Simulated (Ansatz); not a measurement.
A calculation with Ansatz (development build ahead of 0.2.0).

```yaml
crystal:
  periodic: [false, false, false]
  atoms:
    - { symbol: F, position_ang: [0.0, 0.0, 0.0] }
    - { symbol: F, position_ang: [0.0, 1.3105, 1.0056] }
    - { symbol: F, position_ang: [0.0, -1.3105, 1.0056] }
basis:
  gaussian: { orbitals: pcseg-2 }
magnetization:
  initial_magnetization: 3
hamiltonian:
  xc: r2scan
```

The input is written out in the form of the current development build from the run's settings.

Results

```yaml
Converged: yes
Total_energy: -299.18062 hartree
Spin_squared_of_the_determinant: 3.750
Stability_test: minimum among restricted orbitals
```

Caution: other spin multiplicities may lie lower.
